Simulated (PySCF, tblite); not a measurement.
# C₄H₈N radical: geometry, infrared bands and EPR parameters

What infrared bands and EPR parameters should C₄H₈N radical (`C[CH]/C=N\C`) show?

The runs use tblite 0.8.0 and PySCF 2.14.0, with density-fitted response routines of our own; the level of theory stands in each step. All values are computed, except where a source is named. Atoms count from 0, in the outputs and in this text.

## 1. The molecule as given

13 atoms, charge 0, multiplicity 2; geometry from: force field or distance geometry start.

Bonds of the start (Å): C0–C1 1.50, C1–C2 1.46, C2–N3 1.29, N3–C4 1.47, C0–H5 1.09, C0–H6 1.09, C0–H7 1.10, C1–H8 1.09, C2–H9 1.10, C4–H10 1.09, C4–H11 1.10, C4–H12 1.09.

## 2. Relaxing the molecule with GFN2-xTB

The job: settings as JSON, then the geometry in Å.

```
{"job": {"kind": "relax", "xc": "GFN2-xTB", "basis": "xTB"}, "charge": 0, "multiplicity": 2}
C      2.091600    -0.420800    -0.465300
C      0.656700    -0.329000    -0.054300
C     -0.136900     0.843700    -0.391300
N     -1.376600     1.096400    -0.127500
C     -2.135700     0.104800     0.646400
H      2.398400     0.462900    -1.029600
H      2.233800    -1.295700    -1.099300
H      2.732300    -0.509000     0.419700
H      0.220900    -1.143200     0.521000
H      0.388900     1.617400    -0.966800
H     -1.709100    -0.054600     1.632300
H     -3.158800     0.473400     0.781300
H     -2.209800    -0.845700     0.115500
```

Run with:

```console
> OMP_NUM_THREADS=1 python probes_run.py task.json out
```

This one command runs all jobs of the session in turn.

**Question.** After this job, these run on its result: GFN2-xTB harmonic vibrations, gas phase; UKS B3LYP, pcH-1 on C H N, non-relativistic, mean-field spin-orbit, GIAO. What will the session give for the following? strongest single infrared mode (GFN2-xTB); zero-point energy (GFN2-xTB); g(iso) (B3LYP); ⟨S²⟩; largest a(iso) (averaged by class); surface potential, 1st and 99th percentile.

As calculated:

| quantity | value |
| --- | --- |
| strongest single infrared mode (GFN2-xTB) | 3078 cm⁻¹, 51 km/mol |
| zero-point energy (GFN2-xTB) | 67.9 kcal/mol |
| g(iso) (B3LYP) | 2.00361 |
| ⟨S²⟩ | 0.775 (exact 0.75) |
| largest a(iso) (averaged by class) | 13C on C1, 56.6 MHz |
| surface potential, 1st and 99th percentile | -1.89 V and 0.95 V |

**Reading.** Over 21 steps the energy fell by 0.144 eV; of the bonded pairs, C1–C2 changed most, 1.456 to 1.383 Å. The lowest mode is imaginary (51i cm⁻¹), so the xTB geometry is not a minimum. The strongest single mode, at 3078 cm⁻¹, moves mainly H8. Unscaled tight-binding wavenumbers are off by several per cent, some by more. Its intensities can rank the bands wrongly. The largest spin populations lie on C1 (0.69 e), N3 (0.53 e). The isotropic g lies 1.3 ppt above the free-electron value.
